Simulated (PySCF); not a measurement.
A species of formula [C6H7]+ has this rotational fingerprint, computed with PBE0-D3(BJ)/def2-SVP geometry optimisation, gas phase in PySCF:

| Property | Result |
| --- | --- |
| Rotational constants | A = 5441, B = 5321, C = 2732 MHz |
| Dipole components (about the centre of mass) | \|μa\| = 0.00 D, \|μb\| = 1.12 D, \|μc\| = 0.00 D |
| Inertial defect | -2.90 u·Å² |
| κ | 0.91 |

Problem. Which candidate fits, each taken in the one conformer that was computed?
A. `[CH:1]#[C:2]/[CH:3]=[CH:4]/[CH+:5][CH3:6]` (charge +1) with C3–C4–C5–C6 180°
B. `C1=C[CH+]CC=C1`

Solution. B. It is C1=C[CH+]CC=C1, a near-oblate asymmetric top, point group C2v. The candidates at the same level (rigid rotor, commonest isotopes):

```tsv
SMILES	A (MHz)	B (MHz)	C (MHz)	μa (D)	μb (D)	μc (D)	Δ (u·Å²)	point group	rotor
C1=C[CH+]CC=C1	5441	5321	2732	0.00	1.12	0.00	-2.90	C2v	near-oblate asymmetric top
C#C/C=C/[CH+]C	25773	1362	1304	0.70	0.47	0.00	-3.05	Cs	near-prolate asymmetric top
```

`C#C/C=C/[CH+]C` has A 374 % too high. In the right answer the symmetry axis of this C2v structure is b, so μa and μc vanish by symmetry. No structure here is proved a minimum.
